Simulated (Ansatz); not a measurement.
# Diamond-structure Ge

Computed with r²SCAN in Ansatz (PAW).

Run with plane-wave cutoff 500 eV, 12×12×12 k mesh, Fermi–Dirac smearing 0.05 eV, scalar-relativistic PAW data made under PBE.

Cell (relaxed at this level):

Space group Fd-3m, origin choice 1 (No. 227); a = b = c = 5.6749 Å, α = β = γ = 90.00°

| atom | site | symmetry | x | y | z |
|---|---|---|---|---|---|
| Ge | 8a | -43m | 0.0000 | 0.0000 | 0.0000 |
(The calculation used a cell of 2 atoms; values per cell refer to that cell.)

| Property | Result |
|---|---|
| band gap | 0.36 eV (on the SCF k mesh) |

Measured, for comparison: band gap 0.79 eV (measured zero-point renormalisation of 52 meV added back here; inputs from Miglio et al. (2020), arXiv:2011.12765).

Spin–orbit coupling is not included.

Computing time: roughly 12 core-seconds.

Ansatz is an electronic-structure program.
